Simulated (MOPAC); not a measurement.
MOPAC input (PM7):

```
PM7 FORCE THERMO(298,298) PRECISE LET CHARGE=-1 GEO-OK AUX(PRECISION=9) THREADS=1
C3H5O

O     0.66100091 1    0.08270953 1    1.19002343 1
C     0.05843967 1    0.12958256 1    0.10306563 1
C    -0.32200528 1    1.24272074 1   -0.60243748 1
C    -0.28706554 1   -1.26306180 1   -0.49509886 1
H    -0.90816930 1   -1.80180701 1    0.21839313 1
H    -0.83364013 1    1.21158130 1   -1.52413705 1
H    -0.11119996 1    2.21609811 1   -0.23967582 1
H     0.63883357 1   -1.81700219 1   -0.63982901 1
H    -0.81103675 1   -1.17175383 1   -1.44119884 1
```

Task: Which zero-point energy does it print?

Result: 42.03 kcal/mol, from the harmonic wavenumbers of PM7.
